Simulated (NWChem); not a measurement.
# chloromethane (CH₃Cl); SMILES CCl

```xyz
5

C      0.0000     0.0000    -1.1109
Cl     0.0000     0.0000     0.6644
H      0.7330     0.7330    -1.4701
H      0.2683    -1.0013    -1.4701
H     -1.0013     0.2683    -1.4701
```
Atoms are numbered in this order, from 1.

All runs: NWChem. Pople sets run with spherical d functions. Coordinates come from a PBE0/def2-SVP optimisation. B3LYP is NWChem's, with the RPA form of VWN correlation. Static field.

Q: Among these, which level gives the highest value of “anisotropy (bohr³)”?
(A) B3LYP/def2-TZVPD
(B) B3LYP/aug-cc-pVTZ
(C) B3LYP/6-31G*
(D) B3LYP/Sadlej pVTZ

A: C, B3LYP/6-31G*. Values: B3LYP/Sadlej pVTZ 9.8; B3LYP/def2-TZVPD 9.9; B3LYP/aug-cc-pVTZ 10.0; B3LYP/6-31G* 11.1
